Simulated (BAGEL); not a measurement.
**SClO2F (sulfuryl chloride fluoride) at 3 levels**

We compute a comparison of 3 runs (HF/STO-3G, HF/6-31G*, HF/def2-SVP) of SClO2F (sulfuryl chloride fluoride). 

The results are computed with BAGEL 1.2.2.

## 1. The structure to begin with

The species is SClO2F (5 atoms), meant as a singlet with charge 0. As SMILES, `O=S(=O)(F)Cl`. The S2–F4 distance was set to 2.326 Å, away from the relaxed value. At this shape a bond of the SMILES string is far longer than usual.

Bond lengths: O1–S2 1.410 Å, S2–O3 1.410 Å, S2–Cl5 1.994 Å. Angles: O1–S2–O3 123.8°, O1–S2–Cl5 108.9°, O3–S2–Cl5 108.9°.

## 2. The energy at HF/STO-3G (density fitting with cc-pvqz-jkfit) (run 1)

Input file job.json:

```json
{ "bagel" : [

{
  "title" : "molecule",
  "basis" : "sto-3g",
  "df_basis" : "cc-pvqz-jkfit",
  "angstrom" : true,
  "geometry" : [
    { "atom" : "O", "xyz" : [       0.533872,       0.069107,       1.842765 ] },
    { "atom" : "S", "xyz" : [       0.757622,       0.086657,       0.450915 ] },
    { "atom" : "O", "xyz" : [       1.815412,      -0.597143,      -0.182405 ] },
    { "atom" : "F", "xyz" : [      -1.214690,      -0.608760,      -0.568390 ] },
    { "atom" : "Cl", "xyz" : [       0.737422,       1.977337,      -0.183865 ] }
  ]
},

{ "title" : "hf" },

{ "title" : "print", "file" : "orbitals.molden", "orbitals" : true }

]}
```

Launch:

```sh
$ BAGEL_NUM_THREADS=1 BAGEL job.json > job.out
```

Log:

```text
* using 1 threads per process

  ===============================================================
  ===============================================================

  *** Geometry ***

  { "atom" : "O", "xyz" : [      1.008872,      0.130593,      3.482321 ] },
  { "atom" : "S", "xyz" : [      1.431698,      0.163758,      0.852106 ] },
  { "atom" : "O", "xyz" : [      3.430631,     -1.128437,     -0.344695 ] },
  { "atom" : "F", "xyz" : [     -2.295431,     -1.150390,     -1.074101 ] },
  { "atom" : "Cl", "xyz" : [      1.393526,      3.736625,     -0.347454 ] },

  Number of auxiliary basis functions:      614

  Since a DF basis is specified, we compute 2- and 3-index integrals:
    o Being stored without compression. Storage requirement is 0.005 GB

  Number of basis functions:       33
  Number of electrons      :       58

    * METHOD: MOLECULE                             0.30

  *** RHF ***

  === Nuclear Repulsion ===
   315.9553645584

      * DIIS with orbital gradients will be used.

  === RHF iteration (sto-3g) ===
      0      -1092.47365131          0.02805469           0.04
      1      -1092.55609132          0.02856805           0.04
      2      -1092.87943247          0.00940834           0.04
      3      -1092.91836083          0.00338423           0.04
      4      -1092.92421150          0.00071220           0.04
      5      -1092.92461165          0.00022252           0.04
      6      -1092.92468218          0.00012468           0.05
      7      -1092.92470445          0.00007927           0.05
      8      -1092.92472252          0.00004886           0.05
      9      -1092.92473224          0.00001185           0.05
     10      -1092.92473246          0.00000453           0.05
     11      -1092.92473250          0.00000123           0.05
     12      -1092.92473250          0.00000069           0.05
     13      -1092.92473250          0.00000023           0.04
     14      -1092.92473250          0.00000012           0.04
     15      -1092.92473250          0.00000006           0.05
     16      -1092.92473250          0.00000003           0.04
     17      -1092.92473250          0.00000002           0.04
     18      -1092.92473250          0.00000002           0.04
     19      -1092.92473250          0.00000001           0.04
     20      -1092.92473250          0.00000001           0.04
    * SCF iteration converged.

    * Permanent dipole moment:
           (    0.035568,     0.184123,    -0.038053) a.u.

    * METHOD: HF                                   1.00

    * METHOD: PRINT                                0.00

  ===============================================================
```

Wall time 1.4 s (1 thread of Arm Neoverse V1, shared host); peak memory 0.083 GiB.

## 3. A single-point energy at HF/6-31G(d) (density fitting with cc-pvqz-jkfit, spherical functions) (run 2)

Input file calc.json:

```json
{ "bagel" : [

{
  "title" : "molecule",
  "basis" : "6-31gs.json",
  "df_basis" : "cc-pvqz-jkfit",
  "angstrom" : true,
  "geometry" : [
    { "atom" : "O", "xyz" : [    0.533872,    0.069107,    1.842765 ] },
    { "atom" : "S", "xyz" : [    0.757622,    0.086657,    0.450915 ] },
    { "atom" : "O", "xyz" : [    1.815412,   -0.597143,   -0.182405 ] },
    { "atom" : "F", "xyz" : [   -1.214690,   -0.608760,   -0.568390 ] },
    { "atom" : "Cl", "xyz" : [    0.737422,    1.977337,   -0.183865 ] }
  ]
},
{
  "title" : "hf"
},
{
  "title" : "print",
  "file" : "orbitals.molden",
  "orbitals" : true
}

]}
```

The basis set 6-31G* is read from a file made from the Basis Set Exchange's data (not shown).

Launch:

```sh
$ BAGEL_NUM_THREADS=1 BAGEL calc.json > calc.out
```

Log:

```text
* using 1 threads per process

  ===============================================================
  ===============================================================

  *** Geometry ***

  { "atom" : "O", "xyz" : [      1.008872,      0.130593,      3.482321 ] },
  { "atom" : "S", "xyz" : [      1.431698,      0.163758,      0.852106 ] },
  { "atom" : "O", "xyz" : [      3.430631,     -1.128437,     -0.344695 ] },
  { "atom" : "F", "xyz" : [     -2.295431,     -1.150390,     -1.074101 ] },
  { "atom" : "Cl", "xyz" : [      1.393526,      3.736625,     -0.347454 ] },

  Number of auxiliary basis functions:      614

  Since a DF basis is specified, we compute 2- and 3-index integrals:
    o Being stored without compression. Storage requirement is 0.030 GB

  Number of basis functions:       78
  Number of electrons      :       58

    * METHOD: MOLECULE                             0.41

  *** RHF ***

  === Nuclear Repulsion ===
   315.9553645584

      * DIIS with orbital gradients will be used.

  === RHF iteration (6-31gs.json) ===
      0      -1105.39097365          0.03119790           0.11
      1      -1105.40463833          0.03139258           0.11
      2      -1105.88977369          0.00349282           0.11
      3      -1105.89749340          0.00159689           0.11
      4      -1105.89931610          0.00030295           0.10
      5      -1105.89950919          0.00009934           0.10
      6      -1105.89952778          0.00003921           0.11
      7      -1105.89953088          0.00001399           0.10
      8      -1105.89953126          0.00000496           0.11
      9      -1105.89953128          0.00000233           0.10
     10      -1105.89953130          0.00000106           0.11
     11      -1105.89953130          0.00000048           0.10
     12      -1105.89953130          0.00000027           0.10
     13      -1105.89953130          0.00000016           0.10
     14      -1105.89953130          0.00000008           0.10
     15      -1105.89953130          0.00000003           0.10
     16      -1105.89953130          0.00000002           0.10
     17      -1105.89953130          0.00000001           0.10
     18      -1105.89953130          0.00000000           0.10
    * SCF iteration converged.

    * Permanent dipole moment:
           (   -0.985007,    -1.195570,    -0.229971) a.u.

    * METHOD: HF                                   2.20

    * METHOD: PRINT                                0.02

  ===============================================================
```

Wall time 2.8 s (1 thread of Arm Neoverse V1, shared host); peak memory 0.13 GiB.

## 4. The energy at HF/def2-SVP (density fitting with cc-pvqz-jkfit) (run 3)

Input file job.json:

```json
{ "bagel": [

{
  "title": "molecule",
  "basis": "svp",
  "df_basis": "cc-pvqz-jkfit",
  "angstrom": true,
  "geometry": [
    { "atom": "O", "xyz": [       0.533872,       0.069107,       1.842765 ] },
    { "atom": "S", "xyz": [       0.757622,       0.086657,       0.450915 ] },
    { "atom": "O", "xyz": [       1.815412,      -0.597143,      -0.182405 ] },
    { "atom": "F", "xyz": [      -1.214690,      -0.608760,      -0.568390 ] },
    { "atom": "Cl", "xyz": [       0.737422,       1.977337,      -0.183865 ] }
  ]
},

{
  "title": "hf"
},

{
  "title": "print",
  "file": "orbitals.molden",
  "orbitals": true
}

]}
```

Launch:

```sh
$ BAGEL_NUM_THREADS=1 BAGEL job.json > job.out
```

Log:

```text
* using 1 threads per process

  ===============================================================
  ===============================================================

  *** Geometry ***

  { "atom" : "O", "xyz" : [      1.008872,      0.130593,      3.482321 ] },
  { "atom" : "S", "xyz" : [      1.431698,      0.163758,      0.852106 ] },
  { "atom" : "O", "xyz" : [      3.430631,     -1.128437,     -0.344695 ] },
  { "atom" : "F", "xyz" : [     -2.295431,     -1.150390,     -1.074101 ] },
  { "atom" : "Cl", "xyz" : [      1.393526,      3.736625,     -0.347454 ] },

  Number of auxiliary basis functions:      614

  Since a DF basis is specified, we compute 2- and 3-index integrals:
    o Being stored without compression. Storage requirement is 0.030 GB

  Number of basis functions:       78
  Number of electrons      :       58

    * METHOD: MOLECULE                             0.36

  *** RHF ***

  === Nuclear Repulsion ===
   315.9553645584

      * DIIS with orbital gradients will be used.

  === RHF iteration (svp) ===
      0      -1104.98742098          0.02967911           0.13
      1      -1105.00565333          0.02994645           0.11
      2      -1105.45001155          0.00305429           0.11
      3      -1105.45594623          0.00150440           0.11
      4      -1105.45757679          0.00029152           0.10
      5      -1105.45775628          0.00008738           0.10
      6      -1105.45777194          0.00003404           0.10
      7      -1105.45777432          0.00001398           0.10
      8      -1105.45777469          0.00000727           0.10
      9      -1105.45777473          0.00000330           0.10
     10      -1105.45777476          0.00000175           0.10
     11      -1105.45777477          0.00000104           0.10
     12      -1105.45777477          0.00000048           0.10
     13      -1105.45777477          0.00000022           0.10
     14      -1105.45777477          0.00000011           0.10
     15      -1105.45777477          0.00000005           0.10
     16      -1105.45777477          0.00000003           0.10
     17      -1105.45777477          0.00000002           0.10
     18      -1105.45777477          0.00000001           0.10
    * SCF iteration converged.

    * Permanent dipole moment:
           (   -1.041305,    -1.304533,    -0.229750) a.u.

    * METHOD: HF                                   2.16

    * METHOD: PRINT                                0.02

  ===============================================================
```

Wall time 2.7 s (1 thread of Arm Neoverse V1, shared host); peak memory 0.13 GiB.

## 5. Overview of the runs

```tsv
run	level	energy (Eh)	dipole moment (D)	HOMO energy (eV)	LUMO energy (eV)	wall time
1	HF/STO-3G (density fitting with cc-pvqz-jkfit)	-1092.924732	0.49	-7.74	1.18	1.4 s
2	HF/6-31G* (density fitting with cc-pvqz-jkfit, spherical functions)	-1105.899531	3.98	-13.34	-2.13	2.8 s
3	HF/def2-SVP (density fitting with cc-pvqz-jkfit)	-1105.457775	4.28	-13.45	-2.13	2.7 s
```

## 6. Summary of results

| quantity | value |
| --- | --- |
| run 3: total energy | -1105.45777 Eh |
| run 3: dipole moment | 4.28 D |
| run 3: HOMO energy | -13.45 eV |
| run 3: LUMO energy | -2.13 eV |
| run 3: HOMO–LUMO gap | 11.32 eV |

In words: The dipole moment (its size) runs from 0.49 D (HF/STO-3G) to 4.28 D (HF/def2-SVP). The two dipoles point in opposite directions. The HOMO–LUMO gap runs from 8.92 eV (HF/STO-3G) to 11.32 eV (HF/def2-SVP). In run 1 the basis is minimal, so the values are rough. In all runs a closed-shell determinant meets a far-stretched bond; if it breaks into open shells, such a determinant describes it badly, and no broken-symmetry solution was shown. All runs together took 6.9 s, the longest 2.8 s.
